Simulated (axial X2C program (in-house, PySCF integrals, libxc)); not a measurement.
# A two-component session on SAl: EOM-EA-CCSD levels

Aim: EOM-EA-CCSD levels of SAl, with spin–orbit coupling in the Hamiltonian from the start.

Method: two-component X2C with atomic mean-field terms, S dyall-av3z, Al dyall-av3z; program: an in-house X2C program for linear molecules on PySCF integrals.

All values are calculated.

## Step 1: Set-up

Input file task.json:

```json
{"zs": [16, 13], "q": 0, "bas": ["dyall-av3z", "dyall-av3z"], "r0": 2.07, "eom": "ea", "thr": -2.0, "nmax": 92, "grid": [1, 0.96, 1.045, 0.92, 1.09, 1.15]}
```

Keys: zs atomic numbers; q charge; bas basis sets; r0 starting distance in Å; eom kind of EOM run; thr threshold in hartree for freezing inner shells (an s shell follows its p shell); nmax most natural virtual spinors; grid distances as factors.

The run is started by

```
$ python soeom.py task.json out
```

Further steps of the session: EOM-EA-CCSD at 2.045 Å.

What does the calculation give? Wanted: next root led by one particle; T1 of the reference.

**Answer**, as computed:

| quantity | value |
| --- | --- |
| lowest root at 2.045 Å | Ω = 1/2, 9.126 eV |
| next root led by one particle | Ω = 1/2, about 28650 cm⁻¹ higher |
| T1 of the reference | 0.032 |

**Reading.** The added electron is bound by 9.13 eV in a spinor of 34% Al pσ, 25% S pσ, 21% Al sσ. Errors of 0.1 to 0.3 eV are usual at this size, and roots led by higher excitations are left out, so the list is incomplete, and low states of that kind can be missing. T1 or the largest double amplitude of the reference is raised, which lowers the reliability.
